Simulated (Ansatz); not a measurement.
Si3⁻. Charge -1, multiplicity 4. Geometry PBE-D4/def2-TZVPD; atoms count from 1.

Cartesian coordinates in Å:
```
Si 1.3310 0.1426 0.4288
Si -0.7311 0.9246 -0.7658
Si -0.6000 -1.0672 0.3370
```

The highest occupied level of the charge -1 quartet lies above zero (up to 0.61 eV). The electron is either unbound and held by the finite basis, or the level is raised by self-interaction error. At PBE0-D4/def2-TZVPD a doublet of charge -1 lies 1.44 eV below the quartet, each at its own geometry. The structure comes from a short search, and lower isomers may exist.

Question: Estimate the Mulliken populations from the PBE0/def2-TZVPD orbitals of Ansatz.

Answer: 
```
atom  charge (e)  spin (α − β)
 Si1       -0.36          1.31
 Si2       -0.36          1.31
 Si3       -0.29          0.38
```
Mulliken values depend strongly on the basis. With diffuse functions, as here, like atoms can get unlike values, and bond orders can come out too low or too high.

Question: Where does the spin sit?

Answer: Summed by element: Si 3.00, of 3 unpaired in all. Largest on single atoms: Si1 1.31, Si2 1.31, Si3 0.38.

Question: And the Mayer bond orders between heavy atoms (over 0.3)?

Answer: Si1–Si2 1.05 (2.51 Å); Si1–Si3 1.37 (2.28 Å); Si2–Si3 1.37 (2.28 Å).
